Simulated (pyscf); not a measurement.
HCl + F–Sn:–Cl [singlet] → F–SnH(Cl)–Cl (insertion; singlet surface; Cl–H broken, Cl–Sn, H–Sn formed). Optimised with ωB97X-D3(BJ)/def2-SVP in PySCF. Correlated levels are frozen-core, on RHF or UHF. ΔMP2 is the change of the MP2 total energy from the triple- to the quadruple-zeta basis. Energies in kJ/mol from the separated reactants.

```
level                             barrier  reaction energy
--------------------------------  -------  ---------------
PBE/def2-TZVP                       123.8            -15.6
r²SCAN/def2-TZVP                    122.4            -39.0
B3LYP-D3(BJ)/def2-TZVP              149.1            -17.4
PBE0-D3(BJ)/def2-TZVP               135.3            -38.5
M06-2X/def2-TZVP                    144.7            -53.3
HF/def2-TZVP                        220.6            -44.1
CCSD(T)/def2-TZVPP + ΔMP2(QZVPP)        ?                ?
```

Task: Fill in the missing entries.

Result: 
- CCSD(T)/def2-TZVPP + ΔMP2(QZVPP), barrier: 153.4
- CCSD(T)/def2-TZVPP + ΔMP2(QZVPP), reaction energy: -36.7

On the reactant side the descent ends in a complex (not fully relaxed), 25.1 kJ/mol under the separated species and 174.8 kJ/mol under the saddle at ωB97X-D3(BJ)/def2-TZVP. One saddle was located; it need not be the lowest between these sides. The CCSD(T) − MP2 part came from Ansatz, without density fitting, on the same reference. The frozen core leaves the outer d or s,p core shells of the metals and heavy elements correlated in the MP2 and CC values, and def2-TZVPP describes them poorly, which can shift differences by a few kcal/mol. Elements past Kr carry the def2 core potentials, without spin-orbit coupling.
